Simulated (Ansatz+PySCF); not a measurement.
doublet SiH₃: levels of theory in one basis

```yaml
atoms:
  - { symbol: Si, position_ang: [0.0000, 0.0000, 0.0731] }
  - { symbol: H, position_ang: [1.3105, 0.0000, -0.3412] }
  - { symbol: H, position_ang: [-0.6552, 1.1349, -0.3412] }
  - { symbol: H, position_ang: [-0.6552, -1.1349, -0.3412] }
```

Basis set: def2-SVP (spherical functions). Correlated methods keep 5 orbitals frozen. Correlation on ROHF uses semicanonical orbitals with singles. Charge 0, multiplicity 2.

Computed with Ansatz (development build ahead of 0.2.0); each method stands on the lowest determinant of its kind that the runs found. NEVPT2 correlates all electrons. Active spaces start from the frontier orbitals, and the lowest solution found is given.

```csv
method,E − E(ROHF) (eV),<S²> of the determinant
ROHF,0.00,0.75
UHF,-0.04,0.75
ROHF-MP2,-2.59,–
UHF-MP2,-2.60,0.75
ROHF-CCSD,-3.28,–
UHF-CCSD,-3.28,0.75
"CASSCF(7,7)",-1.03,–
"SC-NEVPT2(7,7)",-2.86,–
```

Question: What does ROHF-CCSD(T) give on the same scale?

Answer: -3.34 eV.

Question: Is a single determinant a sound starting point here?

Answer: By this sign, yes. Unrestricted orbitals gain 0.04 eV and <S²> is 0.75 against 0.75 for a pure state. The CASSCF(7,7) natural occupations are 1.99, 1.98, 1.98, 1.00, 0.02, 0.01, 0.01.
